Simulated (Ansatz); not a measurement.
CH3O (SMILES C[O]) moved off its minimum; all values from Ansatz (a quantum-chemistry and plane-wave program), cores frozen in correlated methods. Open shells are unrestricted.
(charge 0, multiplicity 2)
```xyz
5

C     -0.51342    -0.02695     0.04521
O      0.77853    -0.13587    -0.06214
H     -0.92603    -0.08773     1.09661
H     -0.78328     1.09774    -0.33907
H     -1.22469    -0.68457    -0.54130
```

Forces at MP2/cc-pVTZ (eV/Å):

| atom | Fx | Fy | Fz |
|---|---|---|---|
| C1 | -4.250 | 1.700 | 0.358 |
| O2 | 1.738 | -0.345 | -0.445 |
| H3 | 0.651 | 0.442 | -0.697 |
| H4 | 0.633 | -2.209 | 0.861 |
| H5 | 1.228 | 0.412 | -0.077 |

Question: Give the forces (eV/Å), the total energy and the dipole at CCSD(T)/cc-pVTZ.

Answer: 
| atom | Fx | Fy | Fz |
|---|---|---|---|
| C1 | -4.032 | 1.520 | 0.379 |
| O2 | 1.830 | -0.362 | -0.446 |
| H3 | 0.574 | 0.457 | -0.545 |
| H4 | 0.523 | -1.961 | 0.781 |
| H5 | 1.105 | 0.346 | -0.168 |
Energy -114.8631 hartree, dipole 1.85 D.
